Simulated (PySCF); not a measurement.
## SiN: frontier orbitals

PBE0 at R = 1.566 Å; PySCF, no relativity, basis sets Si def2-TZVP, N def2-TZVP. State: ⁴Π (quartet), unpaired electrons π ↑↑↑, a second solution, started from another occupation. Only the outer orbitals are listed, counted within each symmetry.

```csv
spin,orbital,occ.,ε (eV),on Si (%),main shells (%)
α,5σ,1,-25.39,22,"74 N s, 11 Si s"
α,6σ,1,-12.78,42,"42 N p, 41 Si s, 15 N s"
α,2π,1,-11.99,17,"82 N p, 13 Si p"
α,2π,1,-11.79,18,"82 N p, 12 Si p"
α,7σ,1,-8.75,70,"46 Si s, 29 N p, 21 Si p"
α,3π,1,-4.46,92,"90 Si p, 8 N p"
α,3π,0,-2.34,93,92 Si p
β,5σ,1,-21.88,28,"66 N s, 15 Si s, 10 Si p"
β,6σ,1,-11.20,38,"42 N p, 36 Si s, 20 N s"
β,7σ,1,-7.83,73,"47 Si s, 27 N p, 24 Si p"
β,2π,0,-5.74,39,"60 N p, 35 Si p"
β,2π,0,-5.20,35,"65 N p, 30 Si p"
β,3π,0,-0.93,74,"67 Si p, 26 N p"
```

Task: Which are the highest filled and the lowest empty level, where do they sit, and how wide is the gap?

Result: Highest filled α 3π at -4.46 eV (in %: 90 Si p, 8 N p); lowest empty β 2π at -5.74 eV (in %: 60 N p, 35 Si p); the gap at PBE0 is -1.28 eV.

```json
{
 "bond order (Mayer)": "1.08",
 "⟨S²⟩": "3.766",
 "charge on Si (Mulliken, basis-dependent)": "0.01",
 "charge on Si (Löwdin, basis-dependent)": "-0.01",
 "dipole moment (positive dipole means Si(−)N(+))": "0.21 D"
}
```

Counting both spins, an empty level lies below a filled one in this solution, because spin and occupation are held.
